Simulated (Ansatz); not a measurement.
```yaml
crystal:
  periodic: [false, false, false]
  atoms:
    - {symbol: C, position_ang: [0.008932, 0.221024, -0.286344]}
    - {symbol: S, position_ang: [0.333306, -0.092327, 1.492198]}
    - {symbol: S, position_ang: [0.100092, -1.475306, 0.056463]}
    - {symbol: h, position_ang: [-1.109700, 0.553722, -0.493485]}
    - {symbol: H, position_ang: [0.791009, 0.690349, -0.818716]}
basis:
  gaussian: {orbitals: 6-31G}
hamiltonian: {xc: {name: PBE-QIDH}}
scf: {lower_state_search: full}
output: {forces: true}
```

```sh
$ ansatz run in.yaml --threads 2 --pin off --events-out ev --progress --plain --max-ram 4352MiB
```

Output, abridged:

```
Error: YAML parse error: error: line 7 column 16: `h` is not an element symbol (H … Og, case-exact)
 --> <input>:7:16
5 |     - {symbol: S, position_ang: [0.333306, -0.092327, 1.492198]}
6 |     - {symbol: S, position_ang: [0.100092, -1.475306, 0.056463]}
7 |     - {symbol: h, position_ang: [-1.109700, 0.553722, -0.493485]}
8 |     - {symbol: H, position_ang: [0.791009, 0.690349, -0.818716]}
9 | basis:
```

(1) Something in this input is off. What?

## Answers

(1) An element symbol is wrong. The program refused the input.
